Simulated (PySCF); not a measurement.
Input of a run (PBE0-D3(BJ)/def2-SVP geometry optimisation, gas phase (PySCF 2.14.0)), started from MMFF94s:
```
{"job": {"xc": "PBE0", "basis": "def2-SVP", "d3": "d3bj", "grid": 1, "shake": 0.03, "kind": "geom"}, "charge": 0, "multiplicity": 1}
C      2.662550     0.225920    -0.363610
S      1.466000     0.562300     1.009630
C      0.019320    -0.392210     0.333520
C     -0.651050     0.401380    -0.698850
C     -2.015480    -0.214140    -0.042730
C     -1.176030    -0.293830     1.270430
H      2.206750     0.710030    -1.294610
H      2.832910    -0.749870    -0.527760
H      3.549160     0.815520    -0.119590
H      0.320330    -1.416820     0.086130
H     -0.626180     0.087070    -1.702840
H     -0.682420     1.491130    -0.604370
H     -2.958880     0.499340     0.014650
H     -2.369330    -1.152590    -0.401480
H     -1.373270    -1.228720     1.885760
H     -1.238720     0.621540     1.940250
```

Output (energies in Eh, forces in Eh/bohr):
```
step   0  E = -594.04209121  max force = 0.106843
step   1  E = -594.07919974  max force = 0.027723
step   2  E = -594.08282094  max force = 0.007057
step   3  E = -594.08314877  max force = 0.001175
step   4  E = -594.08318034  max force = 0.000495
step   5  E = -594.08319614  max force = 0.000332
step   6  E = -594.08320044  max force = 0.000281
optimisation converged
```

Q: Summarise the run.

A: The energy falls by 107.9 kJ/mol over 7 energy and gradient evaluations, the largest force component goes from 0.1068 to 2.8e-04 Eh/bohr, and the atoms move by 0.089 Å rms after alignment. The bond that changes most is C1–H8 (S-methyl carbon to methyl hydrogen), which lengthens by 0.097 Å. Bonds longer at the end by more than 0.005 Å: 8 of 16; shorter: 8. Among the angles that change most is C5–C4–H11, from 106.9° to 118.2°. Among the dihedrals that turn most is C6–C3–C4–H12, from 79° to 94°. The energy never rose by more than 1e-6 Eh on the way. The first step brought 90 % of the lowering.

Q: What are the final bond lengths?

A: C1–S2 1.805 Å, S2–C3 1.802 Å, C3–C4 1.543 Å, C4–C5 1.541 Å, C5–C6 1.541 Å, C3–C6 1.539 Å, C1–H7 1.101 Å, C1–H8 1.101 Å, C1–H9 1.099 Å, C3–H10 1.103 Å, C4–H11 1.100 Å, C4–H12 1.101 Å, C5–H13 1.100 Å, C5–H14 1.101 Å, C6–H15 1.100 Å, C6–H16 1.101 Å. Numbering counts from 1 in the input's order; the species is `C1C(SC)CC1`.

The run used 138 basis functions and 44 SCF cycles in all. The force-field search had found conformers at 0.0, 1.4, 4.8 kcal/mol (up to eight listed); the lowest was the start.

No frequency check. The numbers are those of one conformer.
